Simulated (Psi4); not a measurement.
# UMP3/6-311+G(d,p) run of doublet [HNO3]+

We compute a single-point energy of doublet [HNO3]+. Input form: a QCSchema input.

Program for the calculation: Psi4 1.11.

2 further runs of the same task are left out: 2 that didn't finish.

## 1. Starting point

The species is [HNO3]+ (5 atoms), meant as a doublet with charge +1. SMILES of the parent species: `O=NOO`. The coordinates come from a PBE0-D4/def2-TZVP relaxation. That shape belongs to the parent species and isn't relaxed for this state.

Bond lengths: O1–N2 1.180 Å, N2–O3 1.353 Å, O3–O4 1.401 Å, O4–H5 0.984 Å. Angles: O1–N2–O3 114.6°, N2–O3–O4 114.1°, O3–O4–H5 101.0°.

## 2. The energy at UMP3/6-311+G(d,p)

hno3.json

```json
{
  "schema_name": "qcschema_input",
  "schema_version": 1,
  "molecule": {
    "schema_name": "qcschema_molecule",
    "schema_version": 2,
    "symbols": ["O", "N", "O", "O", "H"],
    "geometry": [0.25766416, -1.57850713, 1.85015526, -1.64740654, -1.18731492, 0.75738333, -1.46470782, 0.54524268, -1.11304869, 0.96111471, 1.56257674, -1.41266476, 1.8933544, 0.65800264, -0.08178735],
    "molecular_charge": 1,
    "molecular_multiplicity": 2,
    "fix_symmetry": "c1",
    "fix_com": true,
    "fix_orientation": true
  },
  "driver": "energy",
  "model": {
    "method": "mp3",
    "basis": "6-311+G**"
  },
  "keywords": {
    "reference": "uhf",
    "puream": true,
    "e_convergence": 1e-09,
    "d_convergence": 1e-08,
    "scf_type": "pk",
    "num_frozen_docc": 4,
    "maxiter": 100,
    "mp_type": "conv"
  }
}
```

Launch:

```console
$ psi4 --qcschema hno3.json -n 1 --memory 2200MB
```

stdout:

```text
[...]
  Running in c1 symmetry.
[...]
  Nuclear repulsion =  124.505206427260205
[...]
  Multiplicity = 2
[...]
  Nalpha       = 16
  Nbeta        = 15
[...]
    Number of basis functions: 94
[...]
   @UHF iter   1:  -278.80031158357497   -1.31352e-01   7.34616e-03 ADIIS/DIIS
[...]
   @UHF iter  27:  -279.05110019319335   -6.08225e-12   9.68319e-09 DIIS
[...]
   @S^2 Observed:                7.997369310E-01
[...]
    Orbital Energies [Eh]
    ---------------------
    Alpha Occupied:
       1A    -21.147133     2A    -21.064603     3A    -20.964344
       4A    -16.183130     5A     -2.069005     6A     -1.873933
       7A     -1.622249     8A     -1.327418     9A     -1.236025
      10A     -1.152649    11A     -1.117282    12A     -0.975063
      13A     -0.967813    14A     -0.943905    15A     -0.892527
      16A     -0.797349
    Alpha Virtual:
      17A     -0.270982    18A     -0.112920    19A     -0.075004
      20A     -0.042637    21A     -0.033954    22A     -0.026170
      23A      0.013389    24A      0.043833    25A      0.059264
[...]
  @UHF Final Energy:  -279.05110019319335
   => Energetics <=
    Nuclear Repulsion Energy =            124.5052064272602053
    One-Electron Energy =                -619.9016702664740706
    Two-Electron Energy =                 216.3453636460205303
    Total Energy =                       -279.0511001931933492
  UHF NO Occupations:
  HONO-2 :   14  A 1.9910631
  HONO-1 :   15  A 1.9866634
[...]
 Multipole Moments:
 ------------------------------------------------------------------------------------
     Multipole            Electronic (a.u.)      Nuclear  (a.u.)        Total (a.u.)
 ------------------------------------------------------------------------------------
 L = 1.  Multiply by 2.5417464519 to convert [e a0] to [Debye]
 Dipole X            :         11.5393760          -11.6059230           -0.0665469
 Dipole Y            :          2.6139823           -3.4187035           -0.8047212
 Dipole Z            :          1.0597095           -0.1845696            0.8751400
 Magnitude           :                                                    1.1907454
[...]
	SCS-MP2 Total Energy (a.u.)        :  -279.77159896600045
	SOS-MP2 Total Energy (a.u.)        :  -279.75810234489882
[...]
	SOS-PI-MP2 Total Energy (a.u.)     :  -279.81248712579924
[...]
	MP2 Total Energy (a.u.)            :  -279.79859220820367
[...]
	SCS-MP3 Total Energy (a.u.)        :  -279.76975388638857
[...]
	MP3 Total Energy (a.u.)            :  -279.79121188975626
[...]
```

The result, in JSON:

```text
{
 "driver": "energy",
 "model": {
  "method": "mp3",
  "basis": "6-311+G**"
 },
 "success": true,
 "return_result": -279.79121188975626,
 "properties": {
  "calcinfo_nbasis": 94,
  "calcinfo_nmo": 94,
  "calcinfo_nalpha": 16,
  "calcinfo_nbeta": 15,
  "calcinfo_natom": 5,
  "nuclear_repulsion_energy": 124.5052064272602,
  "return_energy": -279.79121188975626,
  "scf_one_electron_energy": -619.9016702664741,
  "scf_two_electron_energy": 216.34536364602053,
  "scf_dipole_moment": [-0.06654693516174603, -0.8047211770958498, 0.875139961589656],
  "scf_total_energy": -279.05110019319335,
  "scf_iterations": 27,
  "mp2_same_spin_correlation_energy": -0.20364420600609018,
  "mp2_opposite_spin_correlation_energy": -0.5438478090042088,
  "mp2_singles_energy": 0.0,
  "mp2_doubles_energy": -0.7474920150102989,
  "mp2_correlation_energy": -0.747492015010323,
  "mp2_total_energy": -279.7985922082037
 }
}
```

Run time: 14 s. Hardware: 1 thread of Intel Xeon 6975P-C (Granite Rapids), shared host; peak memory 0.79 GiB.

## 3. Results

Level: UMP3/6-311+G**, 4 core orbitals frozen.

| quantity | value |
| --- | --- |
| total energy | -279.79121 Eh |
| HOMO energy (Hartree–Fock orbitals) (highest over α and β) | -21.69 eV |
| LUMO energy (Hartree–Fock orbitals) (lowest over α and β) | -9.25 eV |
| correlation energy (4 core orbitals frozen) | -740.1 mEh |
| ⟨S²⟩ of the reference determinant | 0.800 |
